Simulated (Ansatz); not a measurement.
Basis sets compared for B(NH3)H3 (BNH₆). The state is a singlet with charge 0. Geometry r2SCAN-D4/def2-TZVP. Ansatz on 4 threads of Arm Neoverse V2 on a shared host; times are rough, and most runs start from earlier orbitals.

```xyz
8

B     0.105   -0.039    0.837
N    -0.100    0.038   -0.799
H    -1.033   -0.265   -1.064
H     0.569   -0.557   -1.279
H     0.027    0.987   -1.138
H     1.239    0.340    1.029
H    -0.070   -1.203    1.121
H    -0.737    0.701    1.294
```

B3LYP takes the VWN-RPA correlation.

Binding counts from free atoms (B doublet, N quartet, H doublet) in the same basis, without a counterpoise term.

```
                            level  functions  energy (Eh)  HOMO (eV)  LUMO (eV)  binding per atom (eV)  wall time
                        HF/STO-3G         16     -81.5944      -9.49      14.23                   3.15     0.05 s
                         HF/6-31G         30     -82.5801     -11.00       4.53                   2.33      0.1 s
                  PBE-D4/def2-SVP         58     -83.0214      -6.20      -0.32                   3.34     0.25 s
                 PBE-D4/def2-TZVP         98     -83.1201      -6.43      -0.86                   3.33     0.35 s
r2SCAN-D4/def2-TZVP (with forces)         98     -83.1877      -6.73      -0.03                   3.30      0.9 s
                   B3LYP-D4/6-31G         30     -83.1979      -7.20       0.69                   3.27      0.2 s
               B3LYP-D4/def2-TZVP         98     -83.2613      -7.63      -0.40                   3.34      0.4 s
                 PBE0-D4/def2-SVP         58     -83.0428      -7.64       0.61                   3.31     0.25 s
                PBE0-D4/def2-TZVP         98     -83.1376      -7.80      -0.01                   3.30      0.5 s
```

(1) Estimate the rows for PBE-D4/def2-TZVPD, r2SCAN-D4/def2-TZVPD, PBE0-D4/def2-TZVPD.

Results:

(1) 
```json
{"level": "PBE-D4/def2-TZVPD", "functions": "128", "energy (Eh)": "-83.1209", "HOMO (eV)": "-6.45", "LUMO (eV)": "-1.24", "binding per atom (eV)": "3.34", "wall time": "0.55 s"}
{"level": "r2SCAN-D4/def2-TZVPD", "functions": "128", "energy (Eh)": "-83.1884", "HOMO (eV)": "-6.75", "LUMO (eV)": "-0.43", "binding per atom (eV)": "3.30", "wall time": "0.95 s"}
{"level": "PBE0-D4/def2-TZVPD", "functions": "128", "energy (Eh)": "-83.1382", "HOMO (eV)": "-7.82", "LUMO (eV)": "-0.53", "binding per atom (eV)": "3.30", "wall time": "0.55 s"}
```
